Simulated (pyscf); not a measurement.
Structures and frequencies: ωB97X-D3(BJ)/def2-SVP in PySCF.

Question: H₃C–CH₂–InH₂ -> H₂C=CH–InH₂ + H₂
Surface: singlet. Broken: C–H, C–H, C–In. Formed: C–In, H–H. Give ΔE‡ and ΔE from ωB97M-D3(BJ)/def2-TZVP, relative to the reactant's lowest minimum found.

Answer: ΔE‡ = 89.1 kcal/mol, ΔE = +36.1 kcal/mol. Zero-point energy shifts the barrier by -5.3 kcal/mol. It is a multi-bond step, with an imaginary mode of 1263i cm⁻¹. The same reactants have a lower exit, to H₃C–CH₃ + InH [singlet] (barrier +55.6 kcal/mol at ωB97M-D3(BJ)/def2-TZVP, against +89.1 kcal/mol here). H₃C–CH₂–InH₂ lies 8.3 kcal/mol over its isomer H₃C–InH–CH₃ (electronic energy, ωB97M-D3(BJ)/def2-TZVP). H₂C=CH–InH₂ lies 32.8 kcal/mol over its isomer H₃C–CH₂–In [singlet] (electronic energy, ωB97M-D3(BJ)/def2-TZVP). This is the saddle that the search found; another between the same sides may lie lower. Elements past Kr carry the def2 core potentials, without spin-orbit coupling.
